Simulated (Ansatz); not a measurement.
# BHO (triplet): inputs that go wrong

3 inputs are run for BHO (triplet) as typed; the log has to tell whether the result can be used and what must change.

The runs use Ansatz 0.2.0, Gaussian basis; the settings change from run to run.

9 further runs of the same task are left out: 2 that didn't finish, 7 set aside as unsound or not needed.

### Step 1. What is computed

The geometry is a PBE0/def2-TZVP stationary point (not a proven minimum) of the parent state, kept for this charge and spin.

3 atoms, charge 0, spin multiplicity 3.

Atoms are counted from 1 here; the program's logs count them from 0.

Bond lengths: B1–O2 1.198 Å, B1–H3 1.173 Å. Angles: O2–B1–H3 180.0°.

### Step 2. Try 1

File in.yaml:

```yaml
crystal:
  periodic: [false, false, false]
  atoms:
    - {symbol: B, position_ang: [0.000000, 0.000000, 0.008418]}
    - {symbol: O, position_ang: [0.000000, 0.000000, -1.189543]}
    - {symbol: H, position_ang: [0.000000, 0.000000, 1.181125]}
basis:
  gaussian: {orbitals: 6-31G}
magnetization: {spin_polarized: false, initial_magnetization: 2}
hamiltonian: {pseudopotentials: {relativity: none}}
correlation: {method: fic_mrcisd_q, electrons: outside_noble_gas, active_space: {window: {electrons: 2, orbitals: 5}, states: [{multiplicity: 3, weights: [0.5, 1, 0.5]}]}}
nroots: 3
```

On the command line:

```sh
> ansatz run in.yaml --threads 1 --pin off --events-out ev --progress --plain --max-ram 2393MiB
```

Output:

```text
Error: YAML parse error: error: line 12 column 1: unknown field `nroots`, expected one of crystal, accuracy, basis, kpoints, hamiltonian, magnetization, projection, total_charge, correlation, batch, efield, external_charges, scf, relax, neb, saddle, md, ramp, phonons, dielectric, real_time, elastic, magnetic_configurations, gw, evaluate, workflow, output, checkpoint, execution
  --> <input>:12:1
   |
10 | hamiltonian: {pseudopotentials: {relativity: none}}
11 | correlation: {method: fic_mrcisd_q, electrons: outside_noble_gas,…
12 | nroots: 3
   | ^ unknown field `nroots`, expected one of crystal, accuracy, basis, kpoints, hamiltonian, magnetization, projection, total_charge, correlation, batch, efield, external_charges, scf, relax, neb, saddle, md, ramp, phonons, dielectric, real_time, elastic, magnetic_configurations, gw, evaluate, workflow, output, checkpoint, execution
```

Run time: 0.03 s. Hardware: 1 thread of Arm Neoverse V2, shared host.

**Diagnosis.** The run was refused. The input holds a key that the program doesn't read here. Fix: remove it or spell it as the reference does.

### Step 3. Try 2

File in.yaml:

```yaml
crystal:
  periodic: [false, false, false]
  atoms:
    - {symbol: B, position_ang: [0.300000, 0.050000, -1.139543]}
    - {symbol: O, position_ang: [0.000000, 0.000000, -1.189543]}
    - {symbol: H, position_ang: [0.000000, 0.000000, 1.181125]}
basis:
  gaussian: {orbitals: 6-31G}
magnetization: {spin_polarized: true, initial_magnetization: 2}
correlation: {method: ccsd, electrons: valence}
accuracy: high
scf: {lower_state_search: full}
output: {forces: true}
```

The command is unchanged.

Output:

```text
Functional definition: HF
  name "HF"
  cite "Fock, Z. Phys. 61, 126 (1930) doi:10.1007/BF01340294"
  parent pbe
  exchange = exact_x
  correlation = 0
393 factors; integrals over basis functions are off by at most 3.4e-9 eV
mean field evaluation 1: about -2270.0361 eV, gradient 2.5e1 eV
mean field evaluation 2: about -2270.3242 eV, gradient 2.5e1 eV
mean field evaluation 4: about -2272.3586 eV, gradient 1.0e0 eV
mean field evaluation 8: about -2272.3717 eV, gradient 2.0e-4 eV
mean field evaluation 16: about -2272.3717 eV, gradient 6.6e-6 eV
mean field evaluation 32: about -2273.1380 eV, gradient 1.0e-6 eV
mean field evaluation 64: about -2272.3717 eV, gradient 2.6e-3 eV
mean field evaluation 96: about -2272.5614 eV, gradient 4.4e0 eV
mean field evaluation 128: about -2173.0829 eV, gradient 1.9e2 eV
mean field evaluation 160: about -2273.1380 eV, gradient 1.3e-7 eV
mean field evaluation 192: about -2273.1431 eV, gradient 1.5e-1 eV
mean field evaluation 224: about -2271.1023 eV, gradient 2.3e-1 eV
mean field -2273.13799539 eV, -83.5362805424 hartree, gradient 2.4e-8 eV, S^2 2.001520; 12 other end points of the search recorded, 0 dependent functions left out
determinant -2273.13799539 eV, -83.5362805424 hartree, with singles and doubles -2275.09898215 eV, -83.6083454767 hartree
determinant -2272.37170817 eV, -83.5081200062 hartree, with singles and doubles -2274.25477806 eV, -83.5773215485 hartree
determinant -2271.04854671 eV, -83.4594947194 hartree, with singles and doubles -2272.94456909 eV, -83.5291722569 hartree
2 core orbitals not correlated: weight in the atoms' cores, before any rotation towards them, 0.990 or more for the frozen orbitals, at most 0.006 for the correlated occupied ones
reference -2273.13799539 eV, -83.5362805424 hartree; 6, 4 occupied and 12, 14 virtual orbitals, 393 factors
second order -1.69848479 eV of doubles, -0.00000000 eV of singles
cycle   1  -1.96096045 eV  change    2.6e-5 eV  update   2.8e-4
cycle   2  -1.96096631 eV  change   -5.9e-6 eV  update   1.8e-4
cycle   3  -1.96096441 eV  change    1.9e-6 eV  update   6.6e-5
cycle   4  -1.96095162 eV  change    1.3e-5 eV  update   3.4e-5
cycle   5  -1.96095760 eV  change   -6.0e-6 eV  update   1.1e-5
cycle   6  -1.96096465 eV  change   -7.1e-6 eV  update   2.3e-6
cycle   7  -1.96096597 eV  change   -1.3e-6 eV  update   6.3e-7
cycle   8  -1.96096551 eV  change    4.6e-7 eV  update   3.0e-7
cycle   9  -1.96096542 eV  change    8.6e-8 eV  update   1.2e-7
cycle  10  -1.96096544 eV  change   -2.1e-8 eV  update   5.4e-8
cycle  11  -1.96096545 eV  change   -1.0e-8 eV  update   2.0e-8
cycle  12  -1.96096544 eV  change    7.9e-9 eV  update   8.9e-9
cycle  13  -1.96096520 eV  change    2.4e-7 eV  update   3.5e-8
cycle  14  -1.96096516 eV  change    4.5e-8 eV  update   1.1e-8
cycle  15  -1.96096516 eV  change   3.3e-10 eV  update   2.7e-9
cycle  16  -1.96096516 eV  change  -2.0e-11 eV  update   1.1e-9
the calculation of the forces begins
Total energy: -2275.09896055 eV, -83.6083446828 hartree
Atom 0 at     0.300000     0.050000    -1.139543 Å, force  3036.756884   506.126147   506.907716 eV/Å
Atom 1 at     0.000000     0.000000    -1.189543 Å, force -3036.855789  -506.142632  -507.330604 eV/Å
Atom 2 at     0.000000     0.000000     1.181125 Å, force     0.098905     0.016484     0.422888 eV/Å
Dipole moment:    -0.058347    -0.009725     0.418326 e Å
```

It took 0.79 s on 1 thread of Arm Neoverse V2, shared host.

Diagnosis: The run converged, which proves nothing about the input. One atom lies on top of another. The shortest distance is 0.31 Å, against 1.17 Å in the geometry of step 1. Its energy belongs to another geometry. To mend it, restore its position.

### Step 4. Try 3

File in.yaml:

```yaml
crystal:
  periodic: [false, false, false]
  atoms:
    - {symbol: B, position_ang: [0.000000, 0.000000, 0.008418]}
    - {symbol: O, position_ang: [0.000000, 0.000000, -1.189543]}
    - {symbol: H, position_ang: [0.000000, 0.000000, 1.181125]}
basis:
  gaussian: {orbitals: 6-31G}
magnetization: {spin_polarized: false, initial_magnetization: 2}
correlation: {method: fic_mrcisd_q, electrons: all, active_space: {window: {electrons: 4, orbitals: 4}, states: [{multiplicity: 3, weights: [0]}]}}
accuracy: high
```

Same command.

Output:

```text
Error: set 0 asks for 1 states and needs as many positive weights; it has [0.0]
```

It took 0.03 s on 1 thread of Arm Neoverse V2, shared host.

Diagnosis: The run was refused. The list of states asked for (weights, spin or count) can't be met. To mend it, mend what the message names.

### Step 5. How the runs ended

```tsv
try	level	ended	cause	time
1	MRCISD+Q(2,5)/6-31G	refused	the input holds a key that the program doesn't read here	0.03 s
2	CCSD on UHF/6-31G	converged	one atom lies on top of another	0.79 s
3	MRCISD+Q(4,4)/6-31G	refused	the list of states asked for (weights, spin or count) can't be met	0.03 s
```

2 refused, 1 converged. The input that converges on a wrong geometry or spin is the dangerous one: no error points at it, so geometry and ⟨S²⟩ have to be checked.
